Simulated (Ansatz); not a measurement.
# CH₄OSi: small, medium and large basis sets

How large a basis does CH₄OSi need? Two functionals and correlated methods are run in growing sets.

Program: Ansatz 0.2.0, Gaussian basis. Level of theory: one geometry, several basis sets. These are calculated values, not measurements.

Plan: PBE0-D4/def2-SVP; ωB97M-V/def2-SVP; PBE0-D4/def2-QZVPP; ωB97M-V/def2-QZVPP; CCSD(T)/cc-pV(D+d)Z; CCSD(T)/cc-pV(T+d)Z; CCSD(T)/cc-pV(Q+d)Z; the functionals' def2-TZVPP values are taken from earlier runs.

### 1 The geometry

An earlier PBE0-D4 in a triple-zeta def2 set relaxation fixed the geometry.

SMILES `C[Si]O`, 7 atoms, charge 0, spin multiplicity 1.

Atoms are counted from 1 here; the program's logs count them from 0.

Bond lengths: C1–Si2 1.905 Å, C1–H4 1.098 Å, C1–H5 1.093 Å, C1–H6 1.098 Å, Si2–O3 1.656 Å, O3–H7 0.962 Å. Angles: Si2–C1–H4 110.4°, Si2–C1–H5 112.5°, Si2–C1–H6 110.4°, H4–C1–H5 108.0°, H4–C1–H6 107.3°, H5–C1–H6 108.0°, C1–Si2–O3 100.5°, Si2–O3–H7 119.1°.

### 2 PBE0-D4 in def2-SVP

Contents of in.yaml:

```yaml
crystal:
  periodic: [false, false, false]
  atoms:
    - {symbol: C, position_ang: [-0.625983, 0.469993, -0.277078]}
    - {symbol: Si, position_ang: [1.200384, 0.147423, -0.714238]}
    - {symbol: O, position_ang: [1.585233, -0.991848, 0.424126]}
    - {symbol: H, position_ang: [-1.207255, -0.458097, -0.352475]}
    - {symbol: H, position_ang: [-1.088160, 1.212574, -0.931706]}
    - {symbol: H, position_ang: [-0.713643, 0.827909, 0.756934]}
    - {symbol: H, position_ang: [0.910824, -1.275954, 1.048834]}
basis:
  gaussian: {orbitals: def2-SVP}
hamiltonian: {xc: pbe0, dispersion: d4}
output: {orbitals: {seedname: orbitals}}
```

Command:

```console
> ansatz run in.yaml --threads 2 --pin off --events-out ev --progress --plain --max-ram 32768MiB --backend cpu
```

After this run come: ωB97M-V in def2-SVP; PBE0-D4 in def2-QZVPP; ωB97M-V in def2-QZVPP; CCSD(T) in cc-pV(D+d)Z; CCSD(T) in cc-pV(T+d)Z; CCSD(T) in cc-pV(Q+d)Z.

Q: Predict the results of all the runs planned. Wanted: MP2 correlation recovered, cc-pV(D+d)Z; MP2 correlation recovered, cc-pV(T+d)Z; MP2 correlation recovered, cc-pV(Q+d)Z; CCSD(T) limit from def2 sets; PBE0-D4: double and triple zeta above quadruple; ωB97M-V: double and triple zeta above quadruple.

As calculated:

| quantity | value |
| --- | --- |
| MP2 correlation recovered, cc-pV(D+d)Z | 70.8 % |
| MP2 correlation recovered, cc-pV(T+d)Z | 88.9 % |
| MP2 correlation recovered, cc-pV(Q+d)Z | 95.4 % |
| CCSD(T) limit from def2 sets (earlier runs) less the limit of this series | -26 meV |
| PBE0-D4: double and triple zeta above quadruple | 7.17, 0.46 eV |
| ωB97M-V: double and triple zeta above quadruple | 7.30, 0.44 eV |

**Reading.** For PBE0-D4 the step from double to triple zeta gains 6.71 eV and the next only 0.46 eV. Correlation climbs from 71 % (cc-pV(D+d)Z) to 95 % (cc-pV(Q+d)Z) of the limit; Hartree-Fock is 0.100 eV from its own by then. A limit from the def2 sets, made apart, differs by 26 meV, a least measure of the doubt on such a limit. These are total energies; as a rule much of such shifts cancels in differences, which this series doesn't test.
